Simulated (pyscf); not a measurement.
**Hydrogen abstraction: H₃C–GeH₃ + H• → •H₂C–GeH₃ + H₂**

Gas phase, doublet surface, charge 0. Bonds broken: C1–H3. Bonds formed: H3–H9. PySCF, gas phase, ωB97X-D3(BJ)/def2-SVP geometries.

Transition state (Å):

```xyz
9

C      0.3848    -0.9035     0.3763
Ge    -0.6437     0.1263     1.6622
H      1.6921    -0.4338     0.4817
H      0.5116    -1.9726     0.5951
H      0.1649    -0.7214    -0.6845
H     -0.0718    -0.0918     3.0719
H     -0.5672     1.6192     1.3055
H     -2.1192    -0.3141     1.6498
H      2.5693    -0.1495     0.5230
```

One imaginary mode, 1360i cm⁻¹; descent along it reached the two sides named.

```tsv
bond	change	reactant side (Å)	saddle	product side
C1–H3	breaks	1.100	1.393	2.9
H3–H9	forms	3.2	0.923	0.761
```

Electronic energies relative to the separated reactants (kJ/mol):

| level | barrier | reaction energy | reverse barrier |
|---|---|---|---|
| ωB97X-D3(BJ)/def2-TZVP | 51.3 | +6.8 | 44.5 |
| PBE/def2-TZVP | 32.0 | +8.5 | 23.4 |
| r²SCAN/def2-TZVP | 25.7 | -10.9 | 36.6 |
| B3LYP-D3(BJ)/def2-TZVP | 29.3 | -8.1 | 37.4 |
| PBE0-D3(BJ)/def2-TZVP | 41.4 | +9.5 | 31.8 |
| M06-2X/def2-TZVP | 57.8 | +4.1 | 53.7 |
| ωB97M-D3(BJ)/def2-TZVP | 51.8 | +6.4 | 45.4 |
| HF/def2-TZVP | 93.5 | -3.8 | 97.3 |

With ωB97M-D3(BJ)/def2-TZVP energies and thermal terms (ideal gas, 1 atm, RRHO with modes under 100 cm⁻¹ raised to 100, one conformer, R ln 2 for chiral ones without a mode under 150 cm⁻¹), in kJ/mol:

| T (K) | ΔH‡ | ΔG‡ | ΔH | ΔG |
|---|---|---|---|---|
| 298 | 41.5 | 66.4 | -1.2 | -11.6 |
| 600 | 40.3 | 92.1 | +0.7 | -23.0 |
| 900 | 40.1 | 118.1 | +0.5 | -34.9 |
| 1200 | 40.0 | 144.1 | -1.0 | -46.5 |

The same reactants have a lower exit, to H₃C–GeH₂• + H₂ (barrier +12.2 kJ/mol at ωB97M-D3(BJ)/def2-TZVP, against +51.8 kJ/mol here). •H₂C–GeH₃ lies 86.0 kJ/mol over its isomer H₃C–GeH₂• (electronic energy, ωB97M-D3(BJ)/def2-TZVP). This is the saddle that the search found; another between the same sides may lie lower. The angle at the transferred H is 177°. Elements up to Kr have no core potential and no relativistic terms here.
